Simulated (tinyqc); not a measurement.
UKS/exchange-only LDA in the sto-6g basis, for H2O+, spin multiplicity 2, step by step. One step of it, computed by the program tinyqc.

Problem. Iteration 2: building the Kohn-Sham matrix. J_ij = sum D_kl (ij|kl) with D = D(alpha) + D(beta); F = H + J + V_xc; E = tr D H + tr D J / 2 + E_xc + E_nn.

D(alpha) after iteration 1, lower triangle:
```
,1O 1s,1O 2s,1O 2px,1O 2py,1O 2pz,2H 1s,3H 1s
1O 1s,1.057358
1O 2s,-0.259606,1.236799
1O 2px,0.000000,0.000000,1.000000
1O 2py,0.000000,0.000000,0.000000,0.176744
1O 2pz,0.046549,-0.288737,0.000000,0.000000,0.275185
2H 1s,0.021208,-0.228935,0.000000,0.246509,0.277404,0.627723
3H 1s,0.021208,-0.228935,0.000000,-0.246509,0.277404,-0.059900,0.627723
```

D(beta) after iteration 1, lower triangle:
```
,1O 1s,1O 2s,1O 2px,1O 2py,1O 2pz,2H 1s,3H 1s
1O 1s,1.056869
1O 2s,-0.257046,1.224804
1O 2px,0.000000,0.000000,0.000000
1O 2py,0.000000,0.000000,0.000000,0.162248
1O 2pz,0.049456,-0.300186,0.000000,0.000000,0.267973
2H 1s,0.019922,-0.225912,0.000000,0.240801,0.275143,0.647662
3H 1s,0.019922,-0.225912,0.000000,-0.240801,0.275143,-0.067106,0.647662
```

core Hamiltonian H = T + V (hartree), lower triangle:
```
,1O 1s,1O 2s,1O 2px,1O 2py,1O 2pz,2H 1s,3H 1s
1O 1s,-32.969497
1O 2s,-7.287322,-9.186558
1O 2px,0.000000,0.000000,-7.424960
1O 2py,0.000000,0.000000,0.000000,-7.559623
1O 2pz,-0.017878,-0.202921,0.000000,0.000000,-7.507792
2H 1s,-1.526021,-3.357268,0.000000,-1.864514,-1.523977,-4.835086
3H 1s,-1.526021,-3.357268,0.000000,1.864514,-1.523977,-1.359772,-4.835086
```

Two-electron integrals (ij|kl) in chemists' order, unique and non-zero (hartree):
```
i,j,k,l,(ij|kl)
1,1,1,1,4.787491
2,1,1,1,0.675884
2,1,2,1,0.121505
2,2,1,1,1.117379
2,2,2,1,0.249212
2,2,2,2,0.817383
3,1,3,1,0.025762
3,2,3,1,0.039145
3,2,3,2,0.180664
3,3,1,1,1.117381
3,3,2,1,0.249212
3,3,2,2,0.817382
3,3,3,3,0.880663
4,1,4,1,0.025762
4,2,4,1,0.039145
4,2,4,2,0.180664
4,3,4,3,0.047461
4,4,1,1,1.117381
4,4,2,1,0.249212
4,4,2,2,0.817382
4,4,3,3,0.785741
4,4,4,4,0.880663
5,1,5,1,0.025762
5,2,5,1,0.039145
5,2,5,2,0.180664
5,3,5,3,0.047461
5,4,5,4,0.047461
5,5,1,1,1.117381
5,5,2,1,0.249212
5,5,2,2,0.817382
5,5,3,3,0.785741
5,5,4,4,0.785741
5,5,5,5,0.880663
6,1,1,1,0.149906
6,1,2,1,0.025828
6,1,2,2,0.051812
6,1,3,3,0.051700
6,1,4,1,0.000994
6,1,4,2,0.001941
6,1,4,4,0.051907
6,1,5,1,0.000779
6,1,5,2,0.001522
6,1,5,4,0.000162
6,1,5,5,0.051828
6,1,6,1,0.005596
6,2,1,1,0.362448
6,2,2,1,0.081959
6,2,2,2,0.297390
6,2,3,3,0.292464
6,2,4,1,0.005160
6,2,4,2,0.037994
6,2,4,4,0.301614
6,2,5,1,0.004047
6,2,5,2,0.029798
6,2,5,4,0.007176
6,2,5,5,0.298092
6,2,6,1,0.017513
6,2,6,2,0.134300
6,3,3,1,0.009130
6,3,3,2,0.051315
6,3,4,3,0.007847
6,3,5,3,0.006154
6,3,6,3,0.019052
6,4,1,1,0.205176
6,4,2,1,0.047057
6,4,2,2,0.182123
6,4,3,3,0.173907
6,4,4,1,0.011731
6,4,4,2,0.073320
6,4,4,4,0.195146
6,4,5,1,0.002040
6,4,5,2,0.017258
6,4,5,4,0.010504
6,4,5,5,0.177318
6,4,6,1,0.010518
6,4,6,2,0.100007
6,4,6,4,0.092731
6,5,1,1,0.160917
6,5,2,1,0.036906
6,5,2,2,0.142837
6,5,3,3,0.136393
6,5,4,1,0.002040
6,5,4,2,0.017258
6,5,4,4,0.140742
6,5,5,1,0.010730
6,5,5,2,0.064850
6,5,5,4,0.011258
6,5,5,5,0.151377
6,5,6,1,0.008249
6,5,6,2,0.078434
6,5,6,4,0.057786
6,5,6,5,0.064373
6,6,1,1,0.503813
6,6,2,1,0.116045
6,6,2,2,0.481357
6,6,3,3,0.462109
6,6,4,1,0.009534
6,6,4,2,0.095768
6,6,4,4,0.497861
6,6,5,1,0.007477
6,6,5,2,0.075110
6,6,5,4,0.028040
6,6,5,5,0.484101
6,6,6,1,0.025058
6,6,6,2,0.274644
6,6,6,4,0.233542
6,6,6,5,0.183164
6,6,6,6,0.774999
7,1,1,1,0.149906
7,1,2,1,0.025828
7,1,2,2,0.051812
7,1,3,3,0.051700
7,1,4,1,-0.000994
7,1,4,2,-0.001941
7,1,4,4,0.051907
7,1,5,1,0.000779
7,1,5,2,0.001522
7,1,5,4,-0.000162
7,1,5,5,0.051828
7,1,6,1,0.005513
7,1,6,2,0.016929
7,1,6,4,0.009254
7,1,6,5,0.007974
7,1,6,6,0.023906
7,1,7,1,0.005596
7,2,1,1,0.362448
7,2,2,1,0.081959
7,2,2,2,0.297390
7,2,3,3,0.292464
7,2,4,1,-0.005160
7,2,4,2,-0.037994
7,2,4,4,0.301614
7,2,5,1,0.004047
7,2,5,2,0.029798
7,2,5,4,-0.007176
7,2,5,5,0.298092
7,2,6,1,0.016929
7,2,6,2,0.108823
7,2,6,4,0.055864
7,2,6,5,0.061786
7,2,6,6,0.182241
7,2,7,1,0.017513
7,2,7,2,0.134300
7,3,3,1,0.009130
7,3,3,2,0.051315
7,3,4,3,-0.007847
7,3,5,3,0.006154
7,3,6,3,0.014949
7,3,7,3,0.019052
7,4,1,1,-0.205176
7,4,2,1,-0.047057
7,4,2,2,-0.182123
7,4,3,3,-0.173907
7,4,4,1,0.011731
7,4,4,2,0.073320
7,4,4,4,-0.195146
7,4,5,1,-0.002040
7,4,5,2,-0.017258
7,4,5,4,0.010504
7,4,5,5,-0.177318
7,4,6,1,-0.009254
7,4,6,2,-0.055864
7,4,6,4,-0.014238
7,4,6,5,-0.031014
7,4,6,6,-0.083162
7,4,7,1,-0.010518
7,4,7,2,-0.100007
7,4,7,4,0.092731
7,5,1,1,0.160917
7,5,2,1,0.036906
7,5,2,2,0.142837
7,5,3,3,0.136393
7,5,4,1,-0.002040
7,5,4,2,-0.017258
7,5,4,4,0.140742
7,5,5,1,0.010730
7,5,5,2,0.064850
7,5,5,4,-0.011258
7,5,5,5,0.151377
7,5,6,1,0.007974
7,5,6,2,0.061786
7,5,6,4,0.031014
7,5,6,5,0.049465
7,5,6,6,0.113260
7,5,7,1,0.008249
7,5,7,2,0.078434
7,5,7,4,-0.057786
7,5,7,5,0.064373
7,6,1,1,0.135141
7,6,2,1,0.030867
7,6,2,2,0.121193
7,6,3,3,0.118414
7,6,4,4,0.120732
7,6,5,1,0.002414
7,6,5,2,0.020969
7,6,5,5,0.124433
7,6,6,1,0.006526
7,6,6,2,0.054308
7,6,6,4,0.034908
7,6,6,5,0.035668
7,6,6,6,0.114691
7,6,7,1,0.006526
7,6,7,2,0.054308
7,6,7,4,-0.034908
7,6,7,5,0.035668
7,6,7,6,0.026982
7,7,1,1,0.503813
7,7,2,1,0.116045
7,7,2,2,0.481357
7,7,3,3,0.462109
7,7,4,1,-0.009534
7,7,4,2,-0.095768
7,7,4,4,0.497861
7,7,5,1,0.007477
7,7,5,2,0.075110
7,7,5,4,-0.028040
7,7,5,5,0.484101
7,7,6,1,0.023906
7,7,6,2,0.182241
7,7,6,4,0.083162
7,7,6,5,0.113260
7,7,6,6,0.325317
7,7,7,1,0.025058
7,7,7,2,0.274644
7,7,7,4,-0.233542
7,7,7,5,0.183164
7,7,7,6,0.114691
7,7,7,7,0.774999
```

nuclear repulsion = 8.63694021 hartree

V_xc(alpha) (hartree), lower triangle:
```
,1O 1s,1O 2s,1O 2px,1O 2py,1O 2pz,2H 1s,3H 1s
1O 1s,-2.815077
1O 2s,-0.341360,-0.697129
1O 2px,0.000000,0.000000,-0.719601
1O 2py,0.000000,0.000000,0.000000,-0.686433
1O 2pz,0.003679,0.001790,0.000000,0.000000,-0.685404
2H 1s,-0.078615,-0.250455,0.000000,-0.158603,-0.126652,-0.457000
3H 1s,-0.078615,-0.250455,0.000000,0.158603,-0.126652,-0.098491,-0.457000
```

V_xc(beta) (hartree), lower triangle:
```
,1O 1s,1O 2s,1O 2px,1O 2py,1O 2pz,2H 1s,3H 1s
1O 1s,-2.791965
1O 2s,-0.325020,-0.609198
1O 2px,0.000000,0.000000,-0.561993
1O 2py,0.000000,0.000000,0.000000,-0.631835
1O 2pz,0.004575,0.004146,0.000000,0.000000,-0.634068
2H 1s,-0.075502,-0.228182,0.000000,-0.151098,-0.120838,-0.449268
3H 1s,-0.075502,-0.228182,0.000000,0.151098,-0.120838,-0.093082,-0.449268
```

E_xc = sum of w rho eps_xc = -7.33499402 hartree

Give: Coulomb J; F(alpha); F(beta); total energy of this density.

Solution.

Coulomb J (hartree), lower triangle:
```
,1O 1s,1O 2s,1O 2px,1O 2py,1O 2pz,2H 1s,3H 1s
1O 1s,15.649
1O 2s,2.703,6.991
1O 2px,0.000,0.000,6.956
1O 2py,0.000,0.000,0.000,7.019
1O 2pz,-0.002,0.104,0.000,0.000,6.997
2H 1s,0.581,2.593,0.000,1.607,1.301,4.536
3H 1s,0.581,2.593,0.000,-1.607,1.301,1.090,4.536
```

F(alpha) (hartree), lower triangle:
```
,1O 1s,1O 2s,1O 2px,1O 2py,1O 2pz,2H 1s,3H 1s
1O 1s,-20.136
1O 2s,-4.926,-2.893
1O 2px,0.000,0.000,-1.188
1O 2py,0.000,0.000,0.000,-1.228
1O 2pz,-0.016,-0.097,0.000,0.000,-1.196
2H 1s,-1.023,-1.014,0.000,-0.416,-0.350,-0.756
3H 1s,-1.023,-1.014,0.000,0.416,-0.350,-0.369,-0.756
```

F(beta) (hartree), lower triangle:
```
,1O 1s,1O 2s,1O 2px,1O 2py,1O 2pz,2H 1s,3H 1s
1O 1s,-20.113
1O 2s,-4.910,-2.805
1O 2px,0.000,0.000,-1.031
1O 2py,0.000,0.000,0.000,-1.173
1O 2pz,-0.016,-0.095,0.000,0.000,-1.145
2H 1s,-1.020,-0.992,0.000,-0.408,-0.344,-0.749
3H 1s,-1.020,-0.992,0.000,0.408,-0.344,-0.363,-0.749
```

total energy of this density = -73.85428 hartree
